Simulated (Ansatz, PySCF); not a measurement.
Reaction (SMILES): [F][Al]([F])[F] → [F][Al]([F])[F] as doublet, charge -1 (an electron is taken up)
Structures are relaxed separately at B3LYP-D3(BJ)/def2-TZVP in Ansatz (a first-principles code). A spin state is the lowest found, not a proven ground state.
Geometry of the first species:
```xyz
4

Al     0.0000     0.0000     0.0000
F     -0.0003     1.6340     0.0254
F      1.4150    -0.8162    -0.0451
F     -1.4147    -0.8178     0.0197
```

Quantity: adiabatic electron affinity (0 K, with B3LYP-D3(BJ) harmonic zero-point energies from PySCF), positive where the reaction releases energy, in eV. Valence correlation only, unless marked. UHF or UKS for open shells. No spin-orbit coupling. Non-relativistic. Anions need diffuse functions: aug- sets have them; def2-D sets add few; the other sets have none. CBS marks a two-point X^-3 extrapolation of the correlation energy; Hartree-Fock from the larger set. The bracket is a focal-point correction in the basis named.

```tsv
level	program	adiabatic electron affinity (eV)
HF/STO-3G	Ansatz	-6.45
PBE/def2-TZVPD	Ansatz	1.12
r2SCAN-D4/def2-TZVPD	Ansatz + dftd4	1.06
PBE0/def2-SVP	Ansatz	0.66
```

Question: Predict the RI-MP2/CBS(aug-cc-pV(T+d)Z,aug-cc-pV(Q+d)Z)+[CCSD(T)-MP2]/aug-cc-pV(D+d)Z result (Ansatz).

Answer: 0.93 eV, so PBE0/def2-SVP differs from it by -0.27 eV.
